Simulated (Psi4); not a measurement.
Psi4 input (wB97X-D/6-31G*):

```
memory 1500 MB

molecule {
0 3
P    -0.07023712    0.00692197    0.01777448
H     0.04480899    1.54454469    0.08074098
H     1.29167634   -0.12729666   -0.32687660
H    -0.28292848   -1.52107766   -0.02048154
symmetry c1
no_reorient
no_com
}

set {
  basis 6-31G*
  reference uks
  scf_type pk
  dft_radial_points 99
  dft_spherical_points 590
  e_convergence 1e-8
  d_convergence 1e-7
  maxiter 150
}

e = energy('wb97x-d')
print_out(f'\nFINAL {e:.10f} DIPOLE {variable("CURRENT DIPOLE")[0]:.6f} {variable("CURRENT DIPOLE")[1]:.6f} {variable("CURRENT DIPOLE")[2]:.6f}\n')
```

Problem. What final total energy does it give?

Solution. -342.98460 Eh.
